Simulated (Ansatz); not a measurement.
Which is lower?

Two relaxed structures of MgSiH5O (charge +1), singlet (PBE0-D4/def2-TZVP; forces vanish, vibrations not checked).

A:

| atom | x (Å) | y (Å) | z (Å) |
| --- | --- | --- | --- |
| Mg1 | -1.4209 | 0.9843 | -1.7295 |
| O2 | 0.1637 | -0.6753 | 1.2772 |
| Si3 | 0.6694 | -0.0868 | -0.4533 |
| H4 | -2.7756 | 1.6593 | -2.4429 |
| H5 | 1.1702 | -1.4287 | -0.8484 |
| H6 | -0.0875 | -0.0419 | 1.9644 |
| H7 | 1.8659 | 0.7044 | -0.0600 |
| H8 | 0.6882 | -1.3849 | 1.6779 |

B:

```
8
angstrom
Mg -1.1892 0.6971 -1.4894
O 0.2956 -0.2881 -0.6372
Si 0.5845 -0.3018 1.0878
H -2.4521 1.5403 -2.1611
H 0.9272 -0.8075 -1.1514
H -0.5361 0.5667 1.5149
H 1.9141 0.2933 1.3040
H 0.4561 -1.6999 1.5324
```

Ansatz 0.2.0; basis: def2-TZVPP; cores frozen in the correlated methods. The outer core shell of Li, Na, Mg and K is correlated. The def2 sets are not built for correlating such inner shells, so the correlated values are less sure here. B3LYP uses VWN-RPA correlation.

(1) Which structure is lower at CCSD(T), and by how much? (An estimate is asked for; the value comes from the calculation.)

The T1 diagnostic stays at or below 0.010.

Answers

(1) Computed: B, by 1.782 eV (electronic energy, against the other). By their contacts, A is MgSiH₅O ([OH2][SiH2][MgH]), total charge +1 and B is MgSiH₅O ([MgH][OH][SiH3]), total charge +1.

All methods give the same order:

```tsv
method	E(B) − E(A) (eV)
PBE-D4	-1.561
r2SCAN-D4	-1.768
PBE0-D4	-1.615
B3LYP-D4	-1.753
wB97M-V	-1.754
HF	-1.863
MP2	-1.882
CCSD	-1.796
CCSD(T)	-1.782
```

Labels in which every atom is bracketed show which atoms are joined, not bond orders.

For scale, one of the runs: CCSD(T)/def2-TZVPP, 175 basis functions, launched by `ansatz run in.yaml --threads 2 --pin off --events-out ev --progress --plain --max-ram 4352MiB`. Hardware: 2 CPU threads of an Arm Neoverse V2, shared host. Wall time 32 s; peak host memory 1.6 GiB.
